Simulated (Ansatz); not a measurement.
## Molecular dynamics of CH$_{6}$AlB

input.yaml

```yaml
crystal:
  periodic: [false, false, false]
  atoms:
    - { symbol: B, position_ang: [-1.195361, 0.962665, -1.393159] }
    - { symbol: Al, position_ang: [0.440058, 0.586419, 0.006995] }
    - { symbol: C, position_ang: [0.633286, -1.120858, 1.008361] }
    - { symbol: H, position_ang: [-2.053099, 0.141254, -1.627541] }
    - { symbol: H, position_ang: [-1.307499, 2.010301, -1.988314] }
    - { symbol: H, position_ang: [1.56076, 1.740232, 0.292347] }
    - { symbol: H, position_ang: [0.056716, -1.944158, 0.551545] }
    - { symbol: H, position_ang: [1.691607, -1.428081, 1.087429] }
    - { symbol: H, position_ang: [0.262033, -0.993873, 2.045336] }
magnetization:
  spin_polarized: true
basis:
  gaussian: { orbitals: "6-31G" }
hamiltonian:
  xc: pbe
  dispersion: d4
md:
  timestep: 0.5
  n_steps: 200
  ensemble: nve
  temperature: 300.0
  initial_velocities: maxwell_boltzmann
  seed: 3049
```

Launched with:

```bash
$ ansatz run input.yaml --threads 1 --pin off --max-ram 2048MiB --backend cpu --events-out ev --progress --plain --runs-dir out
```

It starts at the highest image of a converged band. Of that band: A vibrational analysis at the climbing image gives one clearly imaginary mode, 261i cm⁻¹, and a faint second one (35i cm⁻¹) that may be numerical noise or a soft torsion: probably a first-order saddle point.

Output, in part (step lines, the closing report, with atoms numbered from 0):

```
md step     0: t =     0.00 fs  T =   300.0 K  F+E_penalty+E_count = -8398.44568193 eV  E_kin = 0.271446 eV  conserved = -8398.17423593 eV  (31 SCF iters)
[... lines left out ...]
Total energy: -8398.33786270 eV, -308.6332238562 hartree
Atom 0 at    -1.289810     1.009889    -1.252786 Å, force     0.826165     0.447613    -0.522915 eV/Å
Atom 1 at     0.559727     0.524210    -0.135412 Å, force     0.028873     0.290979     0.186310 eV/Å
Atom 2 at     0.503959    -1.058489     1.127013 Å, force    -0.204164    -0.699062    -1.279950 eV/Å
Atom 3 at    -1.447614     1.533675    -2.367299 Å, force     0.176222    -0.468763     0.558206 eV/Å
Atom 4 at    -2.280491     0.854386    -0.614469 Å, force    -0.566826    -0.043078     0.237181 eV/Å
Atom 5 at     1.842592     1.638642     0.031292 Å, force    -0.512382    -0.476891    -0.127850 eV/Å
Atom 6 at     1.146567    -1.944187     0.831990 Å, force    -0.752574     0.548278    -0.032432 eV/Å
Atom 7 at     0.862727    -0.792696     2.094240 Å, force     0.628828     0.656220     1.303058 eV/Å
Atom 8 at    -0.562587    -1.348573     1.277704 Å, force     0.375858    -0.255296    -0.321608 eV/Å
Dipole moment:    -0.081330    -0.169408    -0.001859 e Å
```

The steps, from the saved trajectory:

```json
{"time (fs)": "0.0", "T (K)": "300", "potential energy less start (eV)": "0.000", "conserved less start (meV/atom)": "0.00"}
{"time (fs)": "3.0", "T (K)": "173", "potential energy less start (eV)": "0.116", "conserved less start (meV/atom)": "0.20"}
{"time (fs)": "6.0", "T (K)": "201", "potential energy less start (eV)": "0.090", "conserved less start (meV/atom)": "0.08"}
{"time (fs)": "9.0", "T (K)": "171", "potential energy less start (eV)": "0.119", "conserved less start (meV/atom)": "0.16"}
{"time (fs)": "12.0", "T (K)": "221", "potential energy less start (eV)": "0.072", "conserved less start (meV/atom)": "0.06"}
{"time (fs)": "15.0", "T (K)": "173", "potential energy less start (eV)": "0.116", "conserved less start (meV/atom)": "0.09"}
{"time (fs)": "18.0", "T (K)": "163", "potential energy less start (eV)": "0.125", "conserved less start (meV/atom)": "0.15"}
{"time (fs)": "21.0", "T (K)": "220", "potential energy less start (eV)": "0.073", "conserved less start (meV/atom)": "0.07"}
{"time (fs)": "24.0", "T (K)": "173", "potential energy less start (eV)": "0.116", "conserved less start (meV/atom)": "0.19"}
{"time (fs)": "27.0", "T (K)": "267", "potential energy less start (eV)": "0.030", "conserved less start (meV/atom)": "0.03"}
{"time (fs)": "30.0", "T (K)": "210", "potential energy less start (eV)": "0.083", "conserved less start (meV/atom)": "0.18"}
{"time (fs)": "33.0", "T (K)": "302", "potential energy less start (eV)": "-0.002", "conserved less start (meV/atom)": "0.04"}
{"time (fs)": "36.0", "T (K)": "282", "potential energy less start (eV)": "0.018", "conserved less start (meV/atom)": "0.15"}
{"time (fs)": "39.0", "T (K)": "323", "potential energy less start (eV)": "-0.020", "conserved less start (meV/atom)": "0.09"}
{"time (fs)": "42.0", "T (K)": "296", "potential energy less start (eV)": "0.005", "conserved less start (meV/atom)": "0.15"}
{"time (fs)": "45.0", "T (K)": "365", "potential energy less start (eV)": "-0.058", "conserved less start (meV/atom)": "0.10"}
{"time (fs)": "48.0", "T (K)": "412", "potential energy less start (eV)": "-0.101", "conserved less start (meV/atom)": "0.04"}
{"time (fs)": "51.0", "T (K)": "340", "potential energy less start (eV)": "-0.035", "conserved less start (meV/atom)": "0.17"}
{"time (fs)": "54.0", "T (K)": "392", "potential energy less start (eV)": "-0.082", "conserved less start (meV/atom)": "0.07"}
{"time (fs)": "57.0", "T (K)": "374", "potential energy less start (eV)": "-0.066", "conserved less start (meV/atom)": "0.16"}
{"time (fs)": "60.0", "T (K)": "370", "potential energy less start (eV)": "-0.063", "conserved less start (meV/atom)": "0.06"}
{"time (fs)": "63.0", "T (K)": "274", "potential energy less start (eV)": "0.025", "conserved less start (meV/atom)": "0.17"}
{"time (fs)": "66.0", "T (K)": "324", "potential energy less start (eV)": "-0.021", "conserved less start (meV/atom)": "0.05"}
{"time (fs)": "69.0", "T (K)": "289", "potential energy less start (eV)": "0.011", "conserved less start (meV/atom)": "0.10"}
{"time (fs)": "72.0", "T (K)": "249", "potential energy less start (eV)": "0.047", "conserved less start (meV/atom)": "0.14"}
{"time (fs)": "75.0", "T (K)": "244", "potential energy less start (eV)": "0.051", "conserved less start (meV/atom)": "0.10"}
{"time (fs)": "78.0", "T (K)": "218", "potential energy less start (eV)": "0.076", "conserved less start (meV/atom)": "0.15"}
{"time (fs)": "81.0", "T (K)": "251", "potential energy less start (eV)": "0.044", "conserved less start (meV/atom)": "0.06"}
{"time (fs)": "84.0", "T (K)": "221", "potential energy less start (eV)": "0.073", "conserved less start (meV/atom)": "0.15"}
{"time (fs)": "87.0", "T (K)": "269", "potential energy less start (eV)": "0.029", "conserved less start (meV/atom)": "0.06"}
{"time (fs)": "90.0", "T (K)": "245", "potential energy less start (eV)": "0.051", "conserved less start (meV/atom)": "0.17"}
{"time (fs)": "93.0", "T (K)": "308", "potential energy less start (eV)": "-0.007", "conserved less start (meV/atom)": "0.07"}
{"time (fs)": "96.0", "T (K)": "252", "potential energy less start (eV)": "0.044", "conserved less start (meV/atom)": "0.13"}
{"time (fs)": "99.0", "T (K)": "216", "potential energy less start (eV)": "0.077", "conserved less start (meV/atom)": "0.11"}
```

All steps were run. The conserved energy stayed within 0.21 meV per atom of its start (net change 0.17 meV per atom), so the integration is sound. A run of 0.1 ps of so small a system gives no equilibrium averages. The orbitals stay closed-shell, which can raise the energy where a bond breaks towards radicals; this wasn't checked here. Limits of this set-up: no polarisation functions.

The same pairs are bonded in the first frame and the last. Pairs count as bonded within 1.25 times the sum of covalent radii (0.12 Å more for H–H).

Last frame:

```xyz
9
Properties=species:S:1:pos:R:3
B -1.290 1.010 -1.253
Al 0.560 0.524 -0.135
C 0.504 -1.058 1.127
H -1.448 1.534 -2.367
H -2.280 0.854 -0.615
H 1.843 1.639 0.031
H 1.147 -1.944 0.832
H 0.863 -0.793 2.094
H -0.563 -1.349 1.278
```

The run took 3.9 min on 1 thread of Intel(R) Xeon(R) 6975P-C (Granite Rapids) (shared host), peak memory 0.13 GiB.
